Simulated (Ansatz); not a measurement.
HBSi, singlet: the ladder up to full CI

Geometry: a point of a stretch scan, not a stationary point.

```yaml
atoms:
  - { symbol: Si, position_ang: [0.0000, 0.0000, -1.3813] }
  - { symbol: B, position_ang: [0.0000, 0.0000, 0.0977] }
  - { symbol: H, position_ang: [0.0000, 0.0000, 1.2836] }
```

Basis 6-31G; Ansatz 0.2.0. Only valence electrons are correlated (noble-gas cores frozen), which leaves 8 electrons in 18 orbitals. R marks a restricted (for open shells ROHF) determinant, U an unrestricted one. Active spaces: valence = (8e, 9o) chosen from the atoms' valence shells; pair = (2e, 2o) about the gap.

Full CI is exact within this basis and frozen core; it isn't the basis-set limit. The frozen core follows each run's orbitals, which can shift R against U totals by a few meV.

The determinant fills πx and πy unequally, so it is a mixture of Σ and Δ, which weighs on every level built on one determinant.

The UHF ⟨S²⟩ is 1.000, the T1 diagnostic (RCCSD) is 0.0094 and the largest doubles amplitude (RCCSD) is 0.158.

```csv
level,E − E(full CI) (kcal/mol),share of correlation (%),wall time
RHF,69.51,0.00,–
UHF†,49.02,–,–
RMP2,20.65,70.29,–
UMP2†,5.17,–,–
CISD,7.95,88.56,0.42 s
RCCSD,3.76,94.60,–
UCCSD*†,-11.91,–,–
RCCSD(T),1.90,97.26,0.48 s
UCCSD(T)*†,-15.57,–,1.6 s
BCCD(T),1.90,97.26,0.42 s
RCCSDT,0.92,98.67,–
UCCSDT*†,-19.67,–,–
CISDTQ,0.73,98.94,1.8 s
RCCSDT(Q),0.39,99.44,0.84 s
UCCSDT(Q)*†,-20.24,–,3.5 s
RCCSDTQ*,0.03,99.96,10 s
UCCSDTQ*†,-20.08,–,25 s
CASSCF (pair space),59.30,14.69,–
NEVPT2 (pair space),16.75,75.90,0.48 s
MRCISD (pair space),4.21,93.95,–
MRCISD+Q (pair space),0.25,99.64,0.6 s
CASSCF (valence space),19.10,72.51,–
NEVPT2 (valence space),5.75,91.73,7 s
MRCISD (valence space),0.50,99.28,–
MRCISD+Q (valence space),0.10,99.86,10 s
```

An asterisk marks runs whose energy the program itself flagged as in doubt. A dagger marks rows that describe another state than the reference (another or a broken symmetry, a higher spin or other natural occupations), so the difference isn't the method's error.

The correlation energy at full CI, counted from RHF, is -3.014 eV. That run took 20 s on 1 thread of Arm Neoverse V2, shared host over 2,341,648 determinants.

Times hold each run's SCF and search for its determinant on a shared host, so for small cases they say little of a method's own cost; they ran on 1 thread of Arm Neoverse V2. Some runs computed forces too.

Unrestricted levels hold only the spin's projection, and here they fall towards a lower state of higher spin.

The full-CI state has the irrep A1 of C2v, in the program's axes (one component, if the state is degenerate).

Natural occupations of full CI about the gap: 1.975 1.969 1.940 0.999 0.961 0.043 0.042 0.022 0.016 0.010; effectively unpaired electrons, Σ n²(2−n)², 2.03. No single determinant describes this state well, so single-reference rows can miss without a flag.
